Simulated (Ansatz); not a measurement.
# BFH3 (charge -1): ladder of basis sets, by script

How does the energy of BFH3 (charge -1) converge with the basis? Wanted for BFH3 (charge -1): a ladder of basis sets.

Program: the Python package of Ansatz 0.2.0. The levels of theory stand in the script. These are calculated values, not measurements.

### 1 The structure

Bond lengths: B1–F2 1.454 Å, B1–H3 1.191 Å, B1–H4 1.191 Å, B1–H5 1.191 Å. Angles: F2–B1–H3 109.5°, F2–B1–H4 109.5°, F2–B1–H5 109.5°, H3–B1–H4 109.5°, H3–B1–H5 109.5°, H4–B1–H5 109.5°.

Input file bfh3.xyz:

```xyz
5

B    -0.05160    0.00990    0.00180
F     1.37530   -0.26440   -0.04830
H    -0.38720    0.16160    1.13460
H    -0.28770    0.99920   -0.61810
H    -0.64880   -0.90630   -0.46990
```

### 2 The script

The input, basis_bfh3.py:

```python
'''How the energy of BFH3(-) converges with the basis.'''

import argparse

import ansatz as az

parser = argparse.ArgumentParser(description='How the energy of BFH3(-) converges with the basis.')
parser.add_argument('--level', required=True, help='wavefunction method')
parser.add_argument('--net-charge', type=int, default=-1, help='electrons removed')
args = parser.parse_args()

geometry = az.Crystal.molecule_from_extxyz('bfh3.xyz')

calc = (
    geometry.calculation()
    .correlation(args.level)
    .charge(args.net_charge)  # electrons removed from the neutral system
)

energies = {}
for basis in ['cc-pVDZ', 'cc-pVTZ']:
    summary = calc.basis(gaussian=basis).run().report
    size = summary['n_frozen'] + summary['n_occupied'][0] + summary['n_virtual'][0]
    energies[basis] = (summary['reference_energy_ev'] / 27.211386246, summary['free_energy_ev'] / 27.211386246)
    print(f'{basis:14s} {size:4d} orbitals  reference {energies[basis][0]:14.6f} Ha  total {energies[basis][1]:14.6f} Ha')

# correlation energy at the basis limit from E(X) = E + A / X^3
small, large = (energies[b][1] - energies[b][0] for b in ('cc-pVDZ', 'cc-pVTZ'))
limit = (3 ** 3 * large - 2 ** 3 * small) / (3 ** 3 - 2 ** 3)
print(f'correlation energy: {small:.6f} and {large:.6f} Ha, extrapolated {limit:.6f} Ha')
print(f'share caught by the larger set: {100 * large / limit:.1f} %')
```

### 3 What the engine is handed

The engine receives this input (first run):

```yaml
crystal:
  periodic: [false, false, false]
  atoms:
    - { symbol: B, position_ang: [-0.0516, 0.0099, 0.0018] }
    - { symbol: F, position_ang: [1.3753, -0.2644, -0.0483] }
    - { symbol: H, position_ang: [-0.3872, 0.1616, 1.1346] }
    - { symbol: H, position_ang: [-0.2877, 0.9992, -0.6181] }
    - { symbol: H, position_ang: [-0.6488, -0.9063, -0.4699] }
basis:
  gaussian:
    orbitals: cc-pVDZ
total_charge: -1.0
correlation:
  method: mp2
```

### 4 The run

The run is started by

```bash
$ python basis_bfh3.py --level mp2
```

**Question.** How far does the total energy move along this ladder of basis sets?

**Answer**, as computed:

```
                       quantity         value
extrapolated correlation energy  -0.444268 Ha
                  runs compared             2
   correlation energy, last run    -10.989 eV
```

**Reading.** Against cc-pVDZ: cc-pVTZ -147.8 mHa. The last step alone is -147.76 mHa. Caveats:
- The drop along the ladder measures the basis error, and is no property of the molecule.
- The geometry is a force-field or estimated start, not a minimum of this method, and the last set is no limit. Much of the fall in a total is atomic energy, which cancels in bond and reaction energies.
- Inner cores stay frozen, so this is valence correlation.
- An extrapolation from small basis sets is rough.
- Anions want diffuse functions, which this basis lacks.
